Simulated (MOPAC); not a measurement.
MOPAC input (MNDO):

```
MNDO PRECISE GNORM=0.05 LET XYZ CHARGE=-1 GEO-OK AUX(PRECISION=9) THREADS=1
C3H3

C     0.11017686 1   -0.00298019 1    1.00069413 1
C     0.00657930 1   -0.64353847 1   -0.44488908 1
C    -0.02122354 1    0.64794511 1   -0.43798179 1
H    -0.92943803 1   -0.02760792 1    1.42083811 1
H     0.21074686 1   -1.50598837 1   -1.07199433 1
H     0.14549544 1    1.52503758 1   -1.05578336 1
```

Output:

```
 *******************************************************************************
 **                                                                           **
 **                              MOPAC v23.2.5                                **
 **                                                                           **
 *******************************************************************************
 ** MOPAC's Digital Object Identifier: https://doi.org/10.5281/zenodo.6511958 **
 **                                                                           **
 ** Please cite the open-source release paper for use of this MOPAC version:  **
 ** J. E. Moussa and J. J. P. Stewart (2026)                                  **
 ** MOPAC: An open-source semiempirical molecular orbital program             **
 ** J. Open Source Softw., 11(119), 8025, https://doi.org/10.21105/joss.08025 **
 *******************************************************************************

                              MNDO CALCULATION RESULTS

 *******************************************************************************
 *  MNDO       - The MNDO Hamiltonian to be used
 *  GEO-OK     - OVERRIDE INTERATOMIC DISTANCE AND OTHER SAFETY CHECKS
 *
 *
 *
 *                 CHARGE ON SYSTEM = -1
 *
 *
 *
 *  LET        - OVERRIDE SOME SAFETY CHECKS
 *  PRECISE    - TIGHTER CRITERIA TO BE USED
 *  XYZ        - CARTESIAN COORDINATE SYSTEM TO BE USED
 *  GNORM      - EXIT WHEN GRADIENT NORM DROPS BELOW 0.050
 *  AUX        - OUTPUT AUXILIARY INFORMATION
 *******************************************************************************
MNDO PRECISE GNORM=0.05 LET XYZ CHARGE=-1 GEO-OK AUX(PRECISION=9) THREADS=1
 C3H3

   ATOM   CHEMICAL          X               Y               Z
  NUMBER   SYMBOL      (ANGSTROMS)     (ANGSTROMS)     (ANGSTROMS)

     1       C          0.11017686  *  -0.00298019  *   1.00069413  *
     2       C          0.00657930  *  -0.64353847  *  -0.44488908  *
     3       C         -0.02122354  *   0.64794511  *  -0.43798179  *
     4       H         -0.92943803  *  -0.02760792  *   1.42083811  *
     5       H          0.21074686  *  -1.50598837  *  -1.07199433  *
     6       H          0.14549544  *   1.52503758  *  -1.05578336  *

          CARTESIAN COORDINATES

    NO.       ATOM           X           Y           Z

     1         C          0.1102     -0.0030      1.0007
     2         C          0.0066     -0.6435     -0.4449
     3         C         -0.0212      0.6479     -0.4380
     4         H         -0.9294     -0.0276      1.4208
     5         H          0.2107     -1.5060     -1.0720
     6         H          0.1455      1.5250     -1.0558

  H: (MNDO): M.J.S. DEWAR, W. THIEL, J. AM. CHEM. SOC., 99, 4899, (1977)
  C: (MNDO): M.J.S. DEWAR, W. THIEL, J. AM. CHEM. SOC., 99, 4899, (1977)

           Empirical Formula: C3 H3  =     6 atoms

      MOLECULAR POINT GROUP   :   Cs

      RHF CALCULATION, NO. OF DOUBLY OCCUPIED LEVELS = 8

          Geometry optimization using EF

          DIAGONAL MATRIX USED AS START HESSIAN

 CYCLE:     1  GRAD.:   118.506 HEAT:  138.9343
 CYCLE:     2  GRAD.:   337.931 HEAT:  154.7304
 CYCLE:     3  GRAD.:   592.604 HEAT:  173.4377
 CYCLE:     4  GRAD.:   229.689 HEAT:  139.9608
 CYCLE:     5  GRAD.:   479.713 HEAT:  174.0111
 CYCLE:     6  GRAD.:    80.873 HEAT:  135.6141
 CYCLE:     7  GRAD.:   263.562 HEAT:  150.9511
 CYCLE:     8  GRAD.:    44.816 HEAT:  132.3607
 CYCLE:     9  GRAD.:   121.413 HEAT:  136.1208
 CYCLE:    10  GRAD.:     7.745 HEAT:  131.7894
 CYCLE:    11  GRAD.:     2.514 HEAT:  131.7586
 CYCLE:    12  GRAD.:     1.670 HEAT:  131.7494
 CYCLE:    13  GRAD.:     4.090 HEAT:  131.7516
 CYCLE:    14  GRAD.:     1.385 HEAT:  131.7487
 CYCLE:    15  GRAD.:     0.288 HEAT:  131.7473
 CYCLE:    16  GRAD.:     0.085 HEAT:  131.7472
 CYCLE:    17  GRAD.:     0.028 HEAT:  131.7472

     GRADIENT =  0.02810 IS LESS THAN CUTOFF =  0.05000

 -------------------------------------------------------------------------------
 MNDO PRECISE GNORM=0.05 LET XYZ CHARGE=-1 GEO-OK AUX(PRECISION=9) THREADS=1
 C3H3

     GEOMETRY OPTIMISED USING EIGENVECTOR FOLLOWING (EF).
     SCF FIELD WAS ACHIEVED

                              MNDO CALCULATION
                                                       MOPAC v23.2.5 Linux

          FINAL HEAT OF FORMATION =        131.74721 KCAL/MOL =     551.23032 KJ/MOL

          COSMO AREA              =         81.98 SQUARE ANGSTROMS
          COSMO VOLUME            =         65.40 CUBIC ANGSTROMS

          GRADIENT NORM           =          0.02810          =       0.01147 PER ATOM
          IONIZATION POTENTIAL    =          0.038261 EV
          HOMO LUMO ENERGIES (EV) =         -0.038  7.600
          NO. OF FILLED LEVELS    =          8
          MOLECULAR WEIGHT        =         39.0567         POINT GROUP:  Cs

          MOLECULAR DIMENSIONS (Angstroms)

            Atom       Atom       Distance
            H     6    H     5     3.10984
            H     5    H     4     2.67270
            C     1    H     4     0.69993

          SCF CALCULATIONS        =         18

   ATOM   CHEMICAL          X               Y               Z
  NUMBER   SYMBOL      (ANGSTROMS)     (ANGSTROMS)     (ANGSTROMS)

     1       C          0.05116083  *  -0.00387561  *   0.93486791  *
     2       C          0.06671707  *  -0.66061114  *  -0.43440304  *
     3       C          0.03811272  *   0.66746049  *  -0.42725679  *
     4       H         -0.91278655  *  -0.02753418  *   1.47369573  *
     5       H          0.09890370  *  -1.54772140  *  -1.02163154  *
     6       H          0.03198125  *   1.56135548  *  -1.00498858  *

                             CARTESIAN COORDINATES

   1    C        0.051160825    -0.003875611     0.934867906
   2    C        0.066717072    -0.660611137    -0.434403044
   3    C        0.038112723     0.667460492    -0.427256786
   4    H       -0.912786547    -0.027534175     1.473695734
   5    H        0.098903705    -1.547721396    -1.021631545
   6    H        0.031981253     1.561355480    -1.004988578

           Empirical Formula: C3 H3  =     6 atoms

      MOLECULAR POINT GROUP   :   Cs

                  EIGENVALUES
 -32.54466 -15.37599 -15.23386  -9.44125  -5.89975  -4.18609  -3.72921  -0.03826
   7.60000  10.41667  10.67032  10.71877  12.48784  12.54339  13.09665

              NET ATOMIC CHARGES AND DIPOLE CONTRIBUTIONS

  ATOM NO.   TYPE          CHARGE      No. of ELECS.   s-Pop       p-Pop
    1          C          -0.460352        4.4604     1.46751     2.99284
    2          C          -0.254871        4.2549     1.24393     3.01094
    3          C          -0.254746        4.2547     1.24393     3.01082
    4          H          -0.104957        1.1050     1.10496
    5          H           0.037473        0.9625     0.96253
    6          H           0.037453        0.9625     0.96255
 DIPOLE           X         Y         Z       TOTAL
 POINT-CHG.     0.376     0.019    -2.081     2.114
 HYBRID        -1.485    -0.022    -1.784     2.322
 SUM           -1.109    -0.003    -3.865     4.021

          ATOMIC ORBITAL ELECTRON POPULATIONS

     Atom    s        px        py        pz
    1  C   1.46751   1.29824   0.77975   0.91486
    2  C   1.24393   0.99301   0.89597   1.12195
    3  C   1.24393   0.99306   0.89340   1.12436
    4  H   1.10496
    5  H   0.96253
    6  H   0.96255

 **********************
 *                    *
 * JOB ENDED NORMALLY *
 *                    *
 **********************

 == MOPAC DONE ==
```

The dipole moment of an ion depends on the origin.

The geometry given is a B3LYP-D3(BJ)/def2-TZVP minimum.
